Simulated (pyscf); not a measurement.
Single points on ωB97X-D3(BJ)/def2-SVP structures (PySCF, gas phase).

SMILES: [NH2][In]([NH2])[NH2]
```xyz
10

N      0.9937     0.0079     2.0885
In    -0.4198    -0.4008     0.6927
N     -1.9600    -1.6408     1.1538
N     -0.2418     0.3319    -1.1903
H      1.5458     0.8540     1.9832
H      0.7417    -0.0990     3.0667
H     -2.4034    -2.1407     0.3880
H     -1.8229    -2.2895     1.9241
H     -1.0804     0.3824    -1.7615
H      0.2980     1.1816    -1.3266
```

What are the homolytic bond dissociation enthalpies (298 K) of `[NH2][In]([NH2])[NH2]` at ωB97M-D3(BJ)/def2-TZVP, weakest first?

In–N to NH₂• + [H₂N–In–NH₂]•: 71.1 kcal/mol; H–N to •HN–In(NH₂)–NH₂ + H•: 107.9 kcal/mol. Ring and multiple bonds, and those that leave no two simple radicals, are not listed. The radicals are drawn with the spin at the cut bond; how far it spreads was not checked. Other isomers of [H₂N–In–NH₂]•, •HN–In(NH₂)–NH₂ were not searched in full and may lie lower. Elements past Kr carry the def2 core potentials, without spin-orbit coupling.
